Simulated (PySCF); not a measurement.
**Shifts of the heteroatoms**

Structure with atom numbers: `[OH:1][CH2:2][CH:3]([F:4])[F:5]`; H(Xn) means a hydrogen on atom n.

How the numbers were obtained: PBE0-D3(BJ)/def2-SVP structure, couplings computed with B3LYP/pcJ-1, σ from GIAO-PBE0/pcSseg-1, in PySCF (no solvent model, non-relativistic Hamiltonian, single conformer, fast rotation and ring inversion assumed for equivalent nuclei).

Q: What are the 19F shifts?

A: 
```json
{"atoms": "F4/F5", "environment": "fluorine of a CF2 group", "σ (ppm)": "324.4", "δ (ppm)": "-129.9"}
```

Shieldings were converted by a linear fit to measured shifts: 19F: δ = 160.63 − 0.942σ +14.9 on sp3 carbon (rms 6.9 ppm, 221 shifts, 7.7 ppm with the 5 outliers that the fit left out vs CFCl3, solution or neat liquid). Occasional misses reach two or three times the rms, and more in compound classes unlike the fitted ones. Couplings are scaled by factors fitted to measured values: 2J(H,H) × 0.91 (rms 0.6 Hz), 3J(H,H) × 0.91 (rms 0.4 Hz, 0.5 with 2 outliers), 1J(C,F) × 0.77 (rms 7.3 Hz), 2J(C,F) × 1.09 (rms 1.9 Hz, 5.0 with 1 outliers); all others are unscaled and can be 10–30 % off.

Couplings (the largest are listed; each averaged over equivalent pairs): 1J(C3,F4) = -231.9 Hz, 2J(F4,F5) = 243.3 Hz, 2J(F4,H(C3)) = 61.7 Hz, 2J(C2,F4) = 22.5 Hz, 3J(F4,H(C2)) = 18.2 Hz, 3J(O1,F4) = 4.4 Hz.

On a 500 MHz spectrometer 19F resonates near 470.5 MHz, so 1 ppm is 470.5 Hz.

Q: What are the 17O shifts?

A: 
| atoms | environment | σ (ppm) | δ (ppm) |
| --- | --- | --- | --- |
| O1 | alcohol oxygen | 333.0 | -32.9 |

Shieldings were converted by a linear fit to measured shifts: 17O: δ = 264.06 − 0.892σ (rms 13.4 ppm, 147 shifts, 14.2 ppm with the 1 outlier that the fit left out vs liquid water, solution or neat liquid). Occasional misses reach two or three times the rms, and more in compound classes unlike the fitted ones. Couplings are scaled by factors fitted to measured values: 2J(H,H) × 0.91 (rms 0.6 Hz), 3J(H,H) × 0.91 (rms 0.4 Hz, 0.5 with 2 outliers), 1J(C,F) × 0.77 (rms 7.3 Hz), 2J(C,F) × 1.09 (rms 1.9 Hz, 5.0 with 1 outliers); all others are unscaled and can be 10–30 % off.

Couplings (the largest are listed; each averaged over equivalent pairs; quadrupolar broadening usually hides them): 1J(O1,C2) = 20.8 Hz, 2J(O1,H(C2)) = -8.9 Hz, 2J(O1,C3) = -2.2 Hz, 3J(O1,F4) = 4.4 Hz.

On a 500 MHz spectrometer 17O resonates near 67.8 MHz, so 1 ppm is 67.8 Hz.
